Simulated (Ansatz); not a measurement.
# ClFH4Si: the cost of one run

All numbers below are computed with Ansatz 0.2.0 (RKS B3LYP-D4/def2-mTZVP).

1 further run of the same task is left out (it didn't finish).

**1. The structure to begin with**

Bond lengths: Si1–H3 1.451 Å, Si1–H4 1.458 Å, Si1–Cl5 2.000 Å, Si1–F7 1.999 Å. Angles: H3–Si1–H4 106.8°, H3–Si1–Cl5 115.8°, H3–Si1–F7 130.1°, H4–Si1–Cl5 106.0°, H4–Si1–F7 85.6°, Cl5–Si1–F7 105.9°.

Structure file:

```xyz
7

Si   -0.4800   -0.0939    0.2426
H     1.3799   -0.3424    0.2150
H    -0.5623   -1.2876    1.0636
H    -1.7283   -0.0093   -0.5066
Cl   -0.3159    1.6346    1.2343
H     1.2877   -0.0998   -0.7299
F     0.4188    0.1985   -1.5190
```

**2. Pulling towards end A**

Springs on the bonds that form and break draw the guess towards this end; the thresholds are loose.

File input.yaml:

```yaml
crystal:
  periodic: [false, false, false]
  atoms:
    - { symbol: Si, position_ang: [-0.48, -0.0939, 0.2426] }
    - { symbol: H, position_ang: [1.3799, -0.3424, 0.215] }
    - { symbol: H, position_ang: [-0.5623, -1.2876, 1.0636] }
    - { symbol: H, position_ang: [-1.7283, -0.0093, -0.5066] }
    - { symbol: Cl, position_ang: [-0.3159, 1.6346, 1.2343] }
    - { symbol: H, position_ang: [1.2877, -0.0998, -0.7299] }
    - { symbol: F, position_ang: [0.4188, 0.1985, -1.519] }
basis:
  gaussian: { orbitals: def2-mTZVP }
hamiltonian:
  xc: b3lyp
  dispersion: d4
relax:
  f_tol: 0.15
  max_steps: 25
  restrain:
    - { distance: [0, 6], at: 2.98, k: 30.0 }
    - { distance: [5, 1], at: 1.92, k: 30.0 }
    - { distance: [0, 1], at: 1.42, k: 30.0 }
    - { distance: [5, 6], at: 0.88, k: 30.0 }
```

Started as:

```
$ ansatz run input.yaml --threads 2 --pin off --max-ram 3072MiB --backend cpu --events-out ev --progress --plain --runs-dir out
```

**Question.** How long does this run take on 2 threads of Arm Neoverse V2, shared host, and how much memory does it need?

About 9.5 s, with a peak of 0.14 GiB.
